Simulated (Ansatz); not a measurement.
Pyrite RuS2

The numbers are results of PBE (plane waves, PAW; Ansatz, a program for electronic structure), not measurements.

Numerical settings: plane-wave cutoff 520 eV, 6×6×6 k mesh, Fermi–Dirac smearing 0.01 eV, no spin polarisation, scalar-relativistic PAW data made under PBE.

Cell: measured lattice: a = b = c = 5.610 Å, α = β = γ = 90.00°.

```
Quantity                                       Value
-------------------------------------------  -------
band gap                                     0.51 eV
smallest direct gap on the k points sampled  0.78 eV
```

Note: cell and atoms aren't relaxed at this level (largest force component 0.04 eV/Å, pressure 3.8 GPa).

Spin–orbit coupling is not included.

The computed numbers hold no vibrational or temperature effects.

Computing time: very roughly 70 core-seconds.
